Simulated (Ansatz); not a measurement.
A run for Ansatz (an electronic-structure program): R-CCSD(T)/cc-pVTZ on ethanol (SMILES CCO), a point of a bond scan (R = 1.093 Å).

Ansatz 0.2 input:
```yaml
crystal:
  periodic: [false, false, false]
  atoms:
    - {symbol: C, position_ang: [-1.19870807, 0.14199361, 0.26380614]}
    - {symbol: C, position_ang: [0.06293393, -0.42920547, -0.36086495]}
    - {symbol: O, position_ang: [1.23309882, 0.30528049, -0.01232627]}
    - {symbol: H, position_ang: [-2.07920374, -0.41542184, -0.06464411]}
    - {symbol: H, position_ang: [-1.32566606, 1.18860747, -0.01689310]}
    - {symbol: H, position_ang: [-1.15705007, 0.08293868, 1.35507193]}
    - {symbol: H, position_ang: [0.17648705, -1.48647846, -0.08961519]}
    - {symbol: H, position_ang: [0.00552725, -0.37720409, -1.44899282]}
    - {symbol: H, position_ang: [1.32975984, 0.28858550, 0.94603633]}
basis:
  gaussian:
    orbitals: cc-pVTZ
    pivot_positions_ang: [[-1.19870807, 0.14199361, 0.26380614], [0.06293393, -0.42920547, -0.36086495], [1.23309882, 0.30528049, -0.01232627], [-2.07920374, -0.41542184, -0.06464411], [-1.32566606, 1.18860747, -0.01689310], [-1.15705007, 0.08293868, 1.35507193], [0.17648705, -1.48647846, -0.08961519], [0.00552725, -0.37720409, -1.44899282], [1.32975984, 0.28858550, 0.94603633]]
magnetization: {spin_polarized: false}
correlation: {method: ccsd_t, electrons: outside_noble_gas}
scf: {lower_state_search: off}
output: {orbitals: {seedname: ./end}}
```

Output:

```
WARN ansatz: RAYON_NUM_THREADS=1 ignored (pool sized by the plan → 1); use --threads N
Functional definition: HF
these checks for a lower state are left out or cut short: stability, starts, cluster_reference, orbital_swaps, neighbouring_geometries, increment
integrals: 0.55 GiB planned
1156 factors; integrals over basis functions are off by at most 3.5e-4 eV
mean field: 0.40 GiB planned
mean field evaluation 1: about -4191.8512 eV, gradient 3.4e1 eV
mean field evaluation 2: about -4191.8513 eV, gradient 3.4e1 eV
mean field evaluation 4: about -4194.3836 eV, gradient 3.5e0 eV
mean field evaluation 8: about -4194.4193 eV, gradient 9.7e-6 eV
mean field -4194.41927905 eV, -154.1420654254 hartree, gradient 6.6e-6 eV, S^2 0.000000; 0 other end points of the search recorded, 0 dependent functions left out
3 core orbitals not correlated
reference -4194.41927905 eV, -154.1420654254 hartree; 10, 10 occupied and 161, 161 virtual orbitals, 1156 factors
second order -16.38126184 eV of doubles, -0.00000000 eV of singles
coupled cluster: 1.69 GiB planned
cycle   1  -16.73118419 eV  change   -3.5e-1 eV  update   7.3e-2
cycle   2  -17.10263776 eV  change   -3.7e-1 eV  update   2.1e-2
cycle   3  -17.16957500 eV  change   -6.7e-2 eV  update   9.0e-3
cycle   4  -17.16556051 eV  change    4.0e-3 eV  update   1.9e-3
cycle   5  -17.16603005 eV  change   -4.7e-4 eV  update   7.9e-4
cycle   6  -17.16637987 eV  change   -3.5e-4 eV  update   2.2e-4
cycle   7  -17.16631050 eV  change    6.9e-5 eV  update   9.4e-5
cycle   8  -17.16629286 eV  change    1.8e-5 eV  update   3.0e-5
cycle   9  -17.16629627 eV  change   -3.4e-6 eV  update   1.1e-5
perturbative correction -0.60913686 eV, -0.0223853669 hartree
Total energy: -4212.19471218 eV, -154.7953005446 hartree
Checks for a lower state left out: stability, starts, cluster_reference, orbital_swaps, neighbouring_geometries, increment
```

The run converged.

Cost: roughly 50 core-seconds.
